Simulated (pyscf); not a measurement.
PySCF, gas phase, ωB97X-D3(BJ)/def2-SVP geometries.

Question: Estimate the classical barrier height and the reaction energy of HO–Si(F)(F)–F + NH₃ -> H₂O + H₂N–Si(F)(F)–F at ωB97M-D3(BJ)/def2-TZVP. The step runs on the singlet surface, breaks O–Si, H–N and forms H–O, N–Si; take the separated reactants as zero.

Answer: ΔE‡ = 1.06 eV, ΔE = +0.42 eV. Zero-point energy shifts the barrier by +0.02 eV. It is a four-centre exchange, with an imaginary mode of 1203i cm⁻¹. On the reactant side the descent ends in an adduct with a N–Si contact, 0.53 eV under the separated species and 1.56 eV under the saddle at ωB97X-D3(BJ)/def2-TZVP. On the product side the descent ends in a complex, 0.30 eV under the separated species and 0.93 eV under the saddle at ωB97X-D3(BJ)/def2-TZVP. What is counted as formed (N–Si) is already present as a longer contact in the reactant adduct; forming that adduct is a step of its own. This is the saddle that the search found; another between the same sides may lie lower.
